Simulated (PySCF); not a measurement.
These 2 structures share the formula C4H5NO. Computed with PySCF 2.14.0, PBE0-D3(BJ)/def2-SVP geometry optimisation, gas phase. One conformer each; no zero-point energy, no entropy. No frequencies were run at this level. Point groups hold within 0.08 Å.

Task: Order them by energy at this level, lowest first, and give relative energies in kJ/mol.
A. `[N:1]#[C:2][CH2:3][CH2:4][CH:5]=[O:6]` with C2–C3–C4–C5 180°, C3–C4–C5–O6 0°
B. 5-methylisoxazole, `Cc1ccno1`

Result: A (0.0), B (40.5).

As drawn, the lower has a C=O bond and a C≡N group, which the higher lacks; the higher has an aromatic ring and an N–O linkage, which the lower lacks.

```json
{"SMILES": "N#CCCC=O", "E (Eh)": "-284.84677", "E rel (kJ/mol)": "0.0", "dipole (D)": "2.97", "point group": "Cs", "A, B, C (MHz)": "16154, 1621, 1500"}
{"SMILES": "Cc1ccno1", "E (Eh)": "-284.83135", "E rel (kJ/mol)": "40.5", "dipole (D)": "3.18", "point group": "Cs", "A, B, C (MHz)": "9329, 3597, 2639"}
```

Task: How do the relative energies change in single points at PBE0/pcSseg-1 (no added dispersion term) on the same geometries?

Result: 
```csv
SMILES,PBE0-D3(BJ)/def2-SVP (kJ/mol),PBE0/pcSseg-1 (kJ/mol),shift
N#CCCC=O,0.0,0.0,0.0
Cc1ccno1,40.5,53.7,+13.2
```

Each column counts from its own lowest isomer. The order is unchanged; the largest shift is 13.2 kJ/mol.
